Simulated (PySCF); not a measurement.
C₄H₄O₂.
InChI=1S/C4H4O2/c5-4-1-2-6-3-4/h1-3,5H

The calculation used MP2 and CCSD/aug-cc-pVDZ in PySCF, restricted Hartree–Fock reference, 6 core orbitals frozen, non-relativistic, gas phase, PBE0-D3(BJ)/def2-SVP geometry.

E(HF) = -303.51938 Eh.

How large is the problem?

174 basis functions and 44 electrons; 6 orbitals frozen, which leaves o = 16 correlated occupied and v = 152 virtual orbitals. That is o·v = 2432 singles and o·v(o·v + 1)/2 = 2958528 distinct closed-shell doubles amplitudes before symmetry; the costliest CCSD step grows as o²v⁴ = 1.4 × 10^11.

What are the MP2 and CCSD correlation energies?

MP2 -0.9313 Eh and CCSD -0.9549 Eh, which gives totals of -304.45064 and -304.47425 Eh. That is 0.812 eV for each correlated electron at CCSD (2507 kJ/mol in all, 0.314 % of the total energy); MP2 gives 97.5 % of the CCSD value.

What is the T1 diagnostic?

0.0139, below the customary warning level of 0.02. It is the norm of the spatial-orbital singles amplitudes over the root of the number of correlated electrons, so the norm is 0.079.

How does correlation change the dipole moment?

HF gives 2.17 D and CCSD (unrelaxed density) 1.89 D, a change of -0.28 D.

No triples correction and no basis-set extrapolation were made.

Shape of the structure used: `[OH:1][c:2]1[cH:3][cH:4][o:5][cH:6]1`: H–O1–C2–C3 0°.

One conformer stands for the species.
